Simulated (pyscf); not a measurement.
## Routes from F–GeH₂–F (SMILES [F][GeH2][F]) + H₂O (SMILES O)

Candidate steps break at most two bonds and form at most two. Each was searched with GFN2-xTB (tblite) first. Optimised with ωB97X-D3(BJ)/def2-SVP in PySCF. Energies: ωB97M-D3(BJ)/def2-TZVP, eV, from the separated reactants, singlet surface; ΔG‡ with ideal gas, 1 atm, RRHO with modes under 100 cm⁻¹ raised to 100, one conformer, R ln 2 for chiral ones without a mode under 150 cm⁻¹.

```csv
products,type,ΔE‡,ΔE,ΔG‡ 298 K,ΔG‡ 900 K,ν‡ (cm⁻¹)
HF + HO–GeH₂–F,four-centre exchange,0.50,+0.31,0.94,1.89,558i
HO–GeH(F)–F + H₂,four-centre exchange,1.60,-0.32,1.95,2.85,1486i
```

Row 1: On the reactant side the descent ends in a complex, 0.26 eV under the separated species and 0.75 eV under the saddle at ωB97X-D3(BJ)/def2-TZVP. On the product side the descent ends in a bound adduct, 0.37 eV under the separated species and 0.56 eV under the saddle at ωB97X-D3(BJ)/def2-TZVP. Row 2: On the reactant side the descent ends in a complex (not fully relaxed), 0.33 eV under the separated species and 1.91 eV under the saddle at ωB97X-D3(BJ)/def2-TZVP. 

Plain bond fissions and candidates not yet searched are not listed, and one of them may be faster. Each barrier is that of the saddle found; lower ones may exist. Elements up to Kr have no core potential and no relativistic terms here.
